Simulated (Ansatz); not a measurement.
# C2H4O2: the cost of one run

Program: Ansatz 0.2.0. Level of theory: RKS PBE0/def2-SVP. These are calculated values, not measurements.

### 1 The system as given

Bond lengths: C1–O2 1.196 Å, C1–H3 1.102 Å, C1–H4 1.101 Å, C5–O6 1.196 Å, C5–H7 1.101 Å, C5–H8 1.101 Å. Angles: O2–C1–H3 122.6°, O2–C1–H4 122.7°, H3–C1–H4 114.7°, O6–C5–H7 122.4°, O6–C5–H8 123.0°, H7–C5–H8 114.6°.

As a file:

```xyz
8

C    -0.0813    0.0424   -1.5759
O     0.6955   -0.4784   -0.8309
H    -1.1631    0.0829   -1.3725
H     0.2287    0.5290   -2.5142
C     0.0836   -0.0457    1.5663
O    -0.2718    1.0879    1.4252
H    -0.6177   -0.8932    1.5203
H     1.1262   -0.3248    1.7817
```

### 2 Relaxing the start

Input file input.yaml:

```yaml
crystal:
  periodic: [false, false, false]
  atoms:
    - { symbol: C, position_ang: [-0.0813, 0.0424, -1.5759] }
    - { symbol: O, position_ang: [0.6955, -0.4784, -0.8309] }
    - { symbol: H, position_ang: [-1.1631, 0.0829, -1.3725] }
    - { symbol: H, position_ang: [0.2287, 0.529, -2.5142] }
    - { symbol: C, position_ang: [0.0836, -0.0457, 1.5663] }
    - { symbol: O, position_ang: [-0.2718, 1.0879, 1.4252] }
    - { symbol: H, position_ang: [-0.6177, -0.8932, 1.5203] }
    - { symbol: H, position_ang: [1.1262, -0.3248, 1.7817] }
basis:
  gaussian: { orbitals: def2-SVP }
hamiltonian:
  xc: pbe0
relax:
  f_tol: 0.02
  max_steps: 40
```

Command:

```sh
> ansatz run input.yaml --threads 2 --pin off --max-ram 3072MiB --backend cpu --events-out ev --progress --plain --runs-dir out
```

**Question.** How long does this run take on 2 threads of Arm Neoverse N1, shared host, and how much memory does it need?

About 29 s, with a peak of 0.14 GiB.
